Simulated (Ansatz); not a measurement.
# H₂O (triplet): wave-function methods side by side at distance H1–H2 along a hydrogen transfer = 1.039 Å, cc-pVDZ

Aim: climb from Hartree-Fock through coupled cluster and multireference methods for H₂O (triplet) at one geometry and basis, and see what each rung misses.

The runs use Ansatz 0.2.0, Gaussian basis; cc-pVDZ, core rule «outside noble gas», up to 1 orbitals frozen.

The runs, in order: UHF; CCSD(T) on ROHF; CCSD(T) on UHF; BCCD(T) on ROHF; CISD; CCSDT(Q) on ROHF; CCSDT(Q) on UHF; CCSDTQ on ROHF; CCSDTQ on UHF; CASSCF and MRCISD+Q, 4 electrons in 4 orbitals; CASSCF and NEVPT2, 4 electrons in 4 orbitals; CASSCF and MRCISD+Q, 8 electrons in 6 orbitals; CASSCF and NEVPT2, 8 electrons in 6 orbitals; Full CI.

## Step 1: What is computed

The geometry derives from fragments relaxed apart (PBE0/def2-TZVP) and kept rigid, so it is no stationary point. A hydrogen atom is moved between rigid fragments.

3 atoms, charge 0, spin multiplicity 3.

Atoms are counted from 1 here; the program's logs count them from 0.

Bond lengths: H2–O3 1.210 Å.

## Step 2: UHF

in.yaml reads:

```yaml
crystal:
  periodic: [false, false, false]
  atoms:
    - {symbol: H, position_ang: [0.000000, 0.000000, -1.096000]}
    - {symbol: H, position_ang: [0.000000, 0.000000, -0.057000]}
    - {symbol: O, position_ang: [0.000000, 0.000000, 1.153000]}
basis:
  gaussian: {orbitals: cc-pVDZ}
magnetization: {spin_polarized: true, initial_magnetization: 2}
hamiltonian: {xc: hf}
output: {orbitals: {seedname: orbitals}}
```

Command:

```sh
ansatz run in.yaml --threads 1 --pin off --events-out ev --progress --plain --max-ram 4096MiB --backend cpu
```

The runs that follow: CCSD(T) on ROHF; CCSD(T) on UHF; BCCD(T) on ROHF; CISD; CCSDT(Q) on ROHF; CCSDT(Q) on UHF; CCSDTQ on ROHF; CCSDTQ on UHF; CASSCF and MRCISD+Q, 4 electrons in 4 orbitals; CASSCF and NEVPT2, 4 electrons in 4 orbitals; CASSCF and MRCISD+Q, 8 electrons in 6 orbitals; CASSCF and NEVPT2, 8 electrons in 6 orbitals; Full CI.

Q: Predict the results of all the runs planned. Wanted: FCI below the RHF energy; RMP2 from FCI; UMP2 from FCI; RCCSD from FCI; RCCSD(T) from FCI; UCCSD(T) from FCI; RCCSDT(Q) from FCI; UCCSDT(Q) from FCI; NEVPT2 pair from FCI.

The runs gave:

| quantity | value |
| --- | --- |
| FCI below the RHF energy | -5.4231 eV |
| RMP2 from FCI | +584.7 meV |
| UMP2 from FCI | +744.2 meV |
| RCCSD from FCI | +99.0 meV |
| RCCSD(T) from FCI | +19.9 meV |
| UCCSD(T) from FCI | +17.3 meV |
| RCCSDT(Q) from FCI | +0.2 meV |
| UCCSDT(Q) from FCI | -0.6 meV |
| NEVPT2 pair from FCI | +487.9 meV |
| MRCISD+Q pair from FCI | +22.0 meV |
| NEVPT2 valence from FCI | +714.8 meV |
| levels within 1 kcal/mol (43 meV) | RCCSD(T), UCCSD(T), BCCD(T), RCCSDT, UCCSDT, RCCSDT(Q), UCCSDT(Q), RCCSDTQ, UCCSDTQ, MRCISD+Q pair, MRCISD+Q valence |
| T1 diagnostic | 0.028 |
| effectively unpaired electrons | 2.03 |

What this shows: RCCSD(T) lands +19.9 meV from the yardstick (0.4 % of the correlation energy). One determinant dominates. Of the multireference levels listed MRCISD+Q valence comes nearest in total energy (+16.1 meV), which doesn't show that its space is the better one. These misses are within one basis, not against nature; the frozen cores of restricted and unrestricted runs differ, which can shift their rows.
